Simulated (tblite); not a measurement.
Compound: C₃H₄ClO (doublet state).
Numbering: `[CH2:1]=[C:2]([Cl:3])[CH2:4][O:5]` (hydrogens: H6, H7 on C1; H8, H9 on C4)

A start from a force field or distance geometry was refined with GFN2-xTB geometry optimisation, gas phase in tblite. Values at the start:

```csv
coordinate,start
C1=C2,1.349 Å
C1–H6,1.098 Å
C1–H7,1.085 Å
C2–Cl3,1.724 Å
C2–C4,1.493 Å
C4–O5,1.421 Å
C4–H8,1.126 Å
C1–C2–Cl3,124.1°
C1–C2–C4,117.3°
C2–C4–O5,107.1°
Cl3–C2–C4,118.6°
```

How do these coordinates change at the GFN2-xTB level?

| coordinate | GFN2-xTB (Å or °) | change |
| --- | --- | --- |
| C4–O5 | 1.303 | -0.118 |
| C1–H6 | 1.075 | -0.023 |
| C1=C2 | 1.327 | -0.022 |
| C2–C4 | 1.508 | +0.015 |
| C2–Cl3 | 1.732 | +0.008 |
| C1–H7 | 1.077 | -0.008 |
| C4–H8 | 1.122 | -0.004 |
| C2–C4–O5 | 117.8 | +10.7 |
| C1–C2–C4 | 123.8 | +6.5 |
| Cl3–C2–C4 | 114.5 | -4.1 |
| C1–C2–Cl3 | 121.6 | -2.5 |

The energy falls by 43.4 kJ/mol over 26 L-BFGS steps, the largest force on an atom goes from 3.17 to 0.006 eV/Å, and the atoms move by 0.141 Å rms after alignment. The bond that changes most is C4–O5 (ends: carbon bonded to C, O and 2 H; oxygen bonded to C), which shortens by 0.118 Å. Bonds longer at the end by more than 0.005 Å: 3 of 8; shorter: 4. Rotational constants go from 9501, 2495, 2003 to 8488, 2567, 1994 MHz.

Its GFN2-xTB frequencies are all real (lowest 75 cm⁻¹).

Shape of the structure used: `[CH2:1]=[C:2]([Cl:3])[CH2:4][O:5]`: C1–C2–C4–O5 0°.

One conformer stands for the species.

These are computed values.
